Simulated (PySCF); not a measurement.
BCl3.

```xyz
4

B      0.0000     0.0000     0.0000
Cl     1.7490     0.0000     0.0000
Cl    -0.8745    -1.5147     0.0000
Cl    -0.8745     1.5147     0.0000
```
Charge 0, spin multiplicity 1.

Geometry: TPSSh-D3(BJ)/def2-SVP. The isomer is the one that the SMILES or the coordinates give; other isomers of the formula were not compared.

The numbers are results of B3LYP/pcSseg-2 (PySCF), not measurements. Non-relativistic, no solvent.

### Question
Give the absolute GIAO shielding of each atom: isotropic value and principal components (ppm). (Estimate from the structure and the level; the computed values follow.)

### Answer

```json
[
 {"atom": "B1", "σ(iso)": "40.7", "σ11": "27.9", "σ22": "27.9", "σ33": "66.1", "span": "38.2"},
 {"atom": "Cl2", "σ(iso)": "637.8", "σ11": "361.8", "σ22": "762.3", "σ33": "789.3", "span": "427.5"},
 {"atom": "Cl3", "σ(iso)": "637.8", "σ11": "361.8", "σ22": "762.2", "σ33": "789.3", "span": "427.5"},
 {"atom": "Cl4", "σ(iso)": "637.8", "σ11": "361.8", "σ22": "762.2", "σ33": "789.3", "span": "427.5"}
]
```
